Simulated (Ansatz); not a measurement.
```yaml
crystal:
  periodic: [false, false, false]
  atoms:
    - {symbol: Cl, position_ang: [-1.610054, -0.200950, -0.002237]}
    - {symbol: O, position_ang: [0.435680, 0.672162, 0.005797]}
    - {symbol: Si, position_ang: [1.784217, -0.129245, -0.000478]}
basis:
  gaussian: {orbitals: def2-TZVP}
magnetization: {spin_polarized: true, initial_magnetization: 3}
hamiltonian: {xc: pbe0}
relax: {f_tol: 0.004, max_steps: 80}
```

```sh
$ ansatz run in.yaml --threads 1 --pin off --events-out ev --progress --plain --max-ram 2176MiB
```

Steps of the relaxation (energy above the last step; positions in Å, forces in eV/Å):

```
3
step 1, 815.4 meV
Cl   -1.610   -0.201   -0.002    0.240    0.019    0.000
O     0.436    0.672    0.006   -1.714    0.984    0.008
Si    1.784   -0.129    0.000    1.475   -1.003   -0.008
```

```
3
step 2, 766.8 meV
Cl   -1.567   -0.214   -0.002    0.241    0.062    0.001
O     0.425    0.715    0.006   -1.317    0.721    0.006
Si    1.752   -0.159   -0.001    1.077   -0.783   -0.006
```

```
3
step 3, 741.0 meV
Cl   -1.373   -0.230   -0.002   -0.463   -0.388   -0.003
O     0.352    0.819    0.007   -0.592    1.411    0.012
Si    1.631   -0.247   -0.002    1.056   -1.023   -0.008
```

```
3
step 11, 0.0 meV
Cl   -1.033   -0.450   -0.004    0.000    0.000    0.000
O     0.437    1.269    0.011    0.000    0.000    0.000
Si    1.206   -0.477   -0.004    0.000    0.000    0.000
```

Close pairs at the end: O2–Si3 1.908 Å, Cl1–Si3 2.238 Å, Cl1–O2 2.261 Å.

A stationary point of unrestricted PBE0 after 11 steps, with ⟨S²⟩ = 3.771 against 3.75 for a pure state; no frequencies were run, so it isn't proven a minimum. 2.3 min on 1 thread of Arm Neoverse V1, shared host.
